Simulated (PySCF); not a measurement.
Isomers of C4H4S, mass 84.003 u with the commonest isotopes. The calculation used PBE0-D3(BJ)/def2-SVP geometry optimisation, gas phase in PySCF. One conformer each, none proved a minimum here; rigid rotors.

Question: Order these by rotational constant B, smallest first.
A. `[CH2:1]=[CH:2][CH:3]=[C:4]=[S:5]` with C1–C2–C3–C4 180°
B. `C(C=S)#CC`
C. `C#CC(C)=S`

Answer: B (1478 MHz), A (1515 MHz), C (3116 MHz).

Question: Order these by rotational constant C, smallest first.
A. `[CH2:1]=[CH:2][CH:3]=[C:4]=[S:5]` with C1–C2–C3–C4 180°
B. `C#CC(C)=S`
C. `CC#CC=S`

Answer: C (1412 MHz), A (1457 MHz), B (2131 MHz).

Question: Order these by dipole moment, largest first.
A. `[CH2:1]=[CH:2][CH:3]=[C:4]=[S:5]` with C1–C2–C3–C4 180°
B. `CC#CC=S`
C. `C#CC(C)=S`

Answer: B (3.45 D), C (2.52 D), A (0.62 D).

| SMILES | point group | Ia (u·Å²) | Ib (u·Å²) | Ic (u·Å²) | κ | μa (D) | μb (D) | μc (D) |
| --- | --- | --- | --- | --- | --- | --- | --- | --- |
| C=CC=C=S | Cs | 13.43 | 333.51 | 346.95 | -1.00 | 0.55 | 0.27 | 0.00 |
| C#CC(C)=S | Cs | 78.10 | 162.17 | 237.12 | -0.55 | 1.99 | 1.54 | 0.00 |
| CC#CC=S | near Cs | 19.06 | 341.98 | 357.86 | -0.99 | 3.37 | 0.75 | 0.02 |
